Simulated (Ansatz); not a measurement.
Two isomers of C2H4N2O: A = `N=C=C(N)O`, B = `C=NC(=N)O`.

Gas-phase electronic energies from Ansatz, PBE0-D4/def2-TZVP geometries. CBS: MP2 limit from def2 TZ/QZ plus the TZ coupled-cluster correction, frozen cores. DFT in def2-TZVPP. One conformer a species, not always the lowest.

Problem. Which isomer does CCSD(T)/CBS put lower? Give the gap. (Best estimate.)

Solution. The calculation gave: B, by 28.5 kcal/mol.

Problem. Give E(B) − E(A) in kcal/mol with PBE0-D4, HF/def2-TZVPP, BLYP-D4, B2PLYP, MP2/def2-TZVPP, ωB97M-V, CCSD(T)/def2-TZVPP. (An estimate is asked.)

Solution. Computed: PBE0-D4 -26.0, HF/def2-TZVPP -33.7, BLYP-D4 -25.0, B2PLYP -27.7, MP2/def2-TZVPP -28.9, ωB97M-V -27.8, CCSD(T)/def2-TZVPP -29.4. None reverses the order clearly.

Problem. Does the order hold for the free energy at 298.15 K (harmonic terms from PBE0-D4)? (Best estimate.)

Solution. Computed: Yes: G(B) − G(A) = -27.6 kcal/mol, for one conformer each.

Largest T1 diagnostic: 0.015.

In def2-TZVPP, CCSD(T) changes the Hartree–Fock value by +4.4 kcal/mol (the triples alone add +0.1 kcal/mol) and MP2 by +4.8 kcal/mol. At CCSD(T), def2-SVP lies −4.6 kcal/mol from the extrapolated value and def2-TZVPP −0.9 kcal/mol.
